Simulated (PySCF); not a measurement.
Molecule: SMILES O=S=O, O2S.

Atom-mapped SMILES (the numbers label the heavy atoms): `[O:1]=[S:2]=[O:3]`.

Geometry PBE0-D3(BJ)/def2-SVP throughout; GIAO in PySCF 2.14.0 with density-fitted response routines, gas phase, one conformer, non-relativistic; equivalent atoms averaged; functional PBE0.

Question: How do the absolute shieldings σ depend on the basis set? (ppm; last column core-seconds on shared hosts with different chips, so compare them loosely)

Answer: 
```tsv
basis set	functions	O1/O3	S2	core-s
STO-3G	19	-734.3	-12.8	0.69
6-31G	31	-598.0	-378.3	1.2
pcSseg-0	31	-654.9	-500.9	1.6
6-31G*	46	-320.4	-211.2	1.5
def2-SVP	46	-344.8	-208.8	1.3
cc-pVDZ	46	-357.1	-229.0	2.3
pcSseg-1	58	-392.2	-333.3	1
aug-cc-pVDZ	73	-332.7	-223.3	3.3
6-311+G(2d,p)	89	-334.1	-311.8	2.4
cc-pVTZ	94	-348.2	-267.0	4.5
def2-TZVP	99	-333.3	-351.4	2.8
IGLO-III	114	-347.8	-299.8	4.7
pcSseg-2	115	-359.1	-329.5	2.3
pcSseg-3	220	-346.6	-319.7	15
```

Question: Which nucleus moves most, in ppm?

Answer: S2 (sulfur bonded to 2 O): from -500.9 ppm with pcSseg-0 to -12.8 ppm with STO-3G. The smallest spread is 413.9 ppm, at O1/O3.

Question: Taking the largest basis, pcSseg-3 (220 functions), as the yardstick, rank the others by their worst heavy-atom deviation.

Answer: 6-311+G(2d,p) 12.5 ppm (89 functions), pcSseg-2 12.5 ppm (115 functions), IGLO-III 19.9 ppm (114 functions), def2-TZVP 31.7 ppm (99 functions), pcSseg-1 45.6 ppm (58 functions), cc-pVTZ 52.7 ppm (94 functions), cc-pVDZ 90.7 ppm (46 functions), aug-cc-pVDZ 96.4 ppm (73 functions), 6-31G* 108.5 ppm (46 functions), def2-SVP 110.9 ppm (46 functions), 6-31G 251.4 ppm (31 functions), pcSseg-0 308.3 ppm (31 functions), STO-3G 387.6 ppm (19 functions).

A small basis that lands close on one nucleus may do so by chance; judge by the trend and by all nuclei.
